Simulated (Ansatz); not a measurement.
This script makes a ladder of basis sets of HSi (charge -1) with Ansatz 0.2.0, Python API.

Script `hsi.py`:
```python
"""Basis-set convergence for HSi(-)."""

import ansatz
from ase import Atoms

atoms = Atoms(["Si", "H"], positions=[
    (0.0, 0.0, 0.0),
    (0.0, 0.0, 1.535),
])
mol = ansatz.Crystal.molecule_from_ase(atoms)

base = mol.calculation()
base = base.functional("hf")
base = base.charge(-1)
base = base.spin("collinear", total=2)

energies = {}
for basis in ["cc-pVDZ", "cc-pVTZ", "cc-pVQZ"]:
    r = base.basis(gaussian=basis).run(threads=1).report
    size = r["n_frozen"] + r["n_occupied"][0] + r["n_virtual"][0]
    energies[basis] = (r["reference_energy_ev"] / 27.211386246, r["free_energy_ev"] / 27.211386246)
    print(f"{basis:14s} {size:4d} orbitals  reference {energies[basis][0]:14.6f} Ha  total {energies[basis][1]:14.6f} Ha")

last = energies["cc-pVQZ"][1]
for basis, (_, total) in energies.items():
    print(f"{basis:14s} lies {27.211386 * (total - last):9.4f} eV above cc-pVQZ")
```

How far does the total energy move along this ladder of basis sets?

Against cc-pVDZ: cc-pVTZ -13.4 mHa and cc-pVQZ -21.6 mHa. The last step alone is -8.25 mHa.

What the script printed:

```console
$ python hsi.py
cc-pVDZ          23 orbitals  reference    -289.445054 Ha  total    -289.445054 Ha
cc-pVTZ          48 orbitals  reference    -289.458426 Ha  total    -289.458426 Ha
cc-pVQZ          89 orbitals  reference    -289.466673 Ha  total    -289.466673 Ha
cc-pVDZ        lies    0.5883 eV above cc-pVQZ
cc-pVTZ        lies    0.2244 eV above cc-pVQZ
cc-pVQZ        lies    0.0000 eV above cc-pVQZ
```

The settings weren't tested for convergence. The geometry is a force-field or estimated start, not a minimum of this method, and the last set is no limit. Much of the fall in a total is atomic energy, which cancels in bond and reaction energies. The species is open-shell (spin multiplicity 3). For Al to Cl the sets with a tight d function, cc-pV(X+d)Z, are usual. The spin state was assumed, and another may lie lower. Anions want diffuse functions, which this basis lacks. It ran for 0.8 s on 1 thread of Intel(R) Xeon(R) 6975P-C (Granite Rapids), with other jobs on the host, peak memory 0.18 GiB.
